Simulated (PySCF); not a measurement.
C₅H₈.
Cartesian coordinates in Å at the GFN2-xTB level; atoms count from 1:
```
atom  x, y, z in Å
C1     2.687   -0.454   -0.268
C2     1.532   -0.091    0.190
C3     0.369    0.255    0.646
C4    -0.920   -0.427    0.281
C5    -1.884    0.550   -0.389
H6     3.301   -1.179    0.245
H7     3.093   -0.042   -1.179
H8     0.282    1.095    1.324
H9    -0.715   -1.263   -0.389
H10   -1.381   -0.825    1.190
H11   -2.105    1.385    0.274
H12   -1.446    0.944   -1.303
H13   -2.818    0.052   -0.639
```

Method used: B3LYP/def2-SVPD in PySCF (dipole) on a GFN2-xTB geometry, gas phase.

Masses are those of the commonest isotopes; rigid-rotor values at the optimised geometry. The values belong to one conformer with, in the numbering `[CH2:1]=[C:2]=[CH:3][CH2:4][CH3:5]`, C2–C3–C4–C5 -120°.

(1) What are A, B and C (cm⁻¹)?

(2) What kind of rotor is it?

(3) What does the inertial defect say?

(4) Where do the levels up to J = 5 lie, in MHz?

(5) Which lines would a microwave search look for?

(6) Estimate the classical rotational partition function at 50 K, 100 K and 500 K.

Results:

(1) Ia = 28.24, Ib = 218.07, Ic = 221.45 u·Å²; 505379 MHz·u·Å²/I gives 17896, 2317 and 2282 MHz, that is A = 0.59695, B = 0.07730, C = 0.07613 cm⁻¹.

(2) A near-prolate asymmetric top; Ray's κ = -0.995.

(3) Not planar: Δ = Ic − Ia − Ib = -24.87 u·Å². For a rigid frame Δ = −2 Σ m c², so Σ m c² = 12.43 u·Å² lies off the ab plane: 6.53 from hydrogen and 5.90 from heavier atoms. The atom farthest from that plane is 1.43 Å away.

(4) Above 0(0,0):
J = 1: 1(0,1) 4600, 1(1,1) 20178, 1(1,0) 20214
J = 2: 2(0,2) 13799, 2(1,2) 29342, 2(1,1) 29448, 2(2,1) 76184, 2(2,0) 76184
J = 3: 3(0,3) 27598, 3(1,3) 43088, 3(1,2) 43300, 3(2,2) 89983, 3(2,1) 89983, 3(3,1) 167964, 3(3,0) 167964
J = 4: 4(0,4) 45996, 4(1,4) 61416, 4(1,3) 61769, 4(2,3) 108382, 4(2,2) 108382, 4(3,2) 186363, 4(3,1) 186363, 4(4,1) 295537, 4(4,0) 295537
J = 5: 5(0,5) 68993, 5(1,5) 84326, 5(1,4) 84855, 5(2,4) 131380, 5(2,3) 131382, 5(3,3) 209362, 5(3,2) 209362, 5(4,2) 318535, 5(4,1) 318535, 5(5,1) 458901, 5(5,0) 458901
The levels of one J sum to (2J + 1)J(J + 1)(A + B + C)/3.

(5) The dipole components are |μa| = 0.44 D, |μb| = 0.03 D, |μc| = 0.11 D. The squared components, which scale the intensities, stand as 1.00 : 0.01 : 0.06 (a : b : c). Some lines, for components of 0.1 D or more:

```json
{"type": "a", "branch": "R", "J(Ka,Kc)": "2(1,2) ← 1(1,1)", "MHz": "9164", "lower level (cm⁻¹)": "0.673"}
{"type": "a", "branch": "R", "J(Ka,Kc)": "2(1,1) ← 1(1,0)", "MHz": "9235", "lower level (cm⁻¹)": "0.674"}
{"type": "a", "branch": "R", "J(Ka,Kc)": "3(2,1) ← 2(2,0)", "MHz": "13799", "lower level (cm⁻¹)": "2.541"}
{"type": "a", "branch": "R", "J(Ka,Kc)": "3(1,2) ← 2(1,1)", "MHz": "13852", "lower level (cm⁻¹)": "0.982"}
{"type": "c", "branch": "Q", "J(Ka,Kc)": "3(1,3) ← 3(0,3)", "MHz": "15491", "lower level (cm⁻¹)": "0.921"}
{"type": "c", "branch": "Q", "J(Ka,Kc)": "2(1,2) ← 2(0,2)", "MHz": "15543", "lower level (cm⁻¹)": "0.460"}
{"type": "c", "branch": "Q", "J(Ka,Kc)": "1(1,1) ← 1(0,1)", "MHz": "15579", "lower level (cm⁻¹)": "0.153"}
{"type": "c", "branch": "Q", "J(Ka,Kc)": "3(2,2) ← 3(1,2)", "MHz": "46683", "lower level (cm⁻¹)": "1.444"}
{"type": "c", "branch": "Q", "J(Ka,Kc)": "2(2,1) ← 2(1,1)", "MHz": "46736", "lower level (cm⁻¹)": "0.982"}
{"type": "c", "branch": "R", "J(Ka,Kc)": "2(2,0) ← 1(1,0)", "MHz": "55970", "lower level (cm⁻¹)": "0.674"}
{"type": "c", "branch": "R", "J(Ka,Kc)": "2(2,1) ← 1(1,1)", "MHz": "56006", "lower level (cm⁻¹)": "0.673"}
{"type": "c", "branch": "R", "J(Ka,Kc)": "3(2,1) ← 2(1,1)", "MHz": "60535", "lower level (cm⁻¹)": "0.982"}
{"type": "c", "branch": "R", "J(Ka,Kc)": "3(3,0) ← 2(2,0)", "MHz": "91780", "lower level (cm⁻¹)": "2.541"}
{"type": "c", "branch": "R", "J(Ka,Kc)": "3(3,1) ← 2(2,1)", "MHz": "91780", "lower level (cm⁻¹)": "2.541"}
```

(6) Point group C1, symmetry number σ = 1; q = (√π/σ)·√((kT/h)³/(ABC)), k/h = 20836.6 MHz/K: 6130 at 50 K, 17300 at 100 K, 194000 at 500 K.

Whether it is a minimum is left open (no frequencies). No vibrational averaging or centrifugal distortion is included, and the geometry carries the error of its method. A rigid rotor knows nothing of internal rotation, which can split or shift real lines.
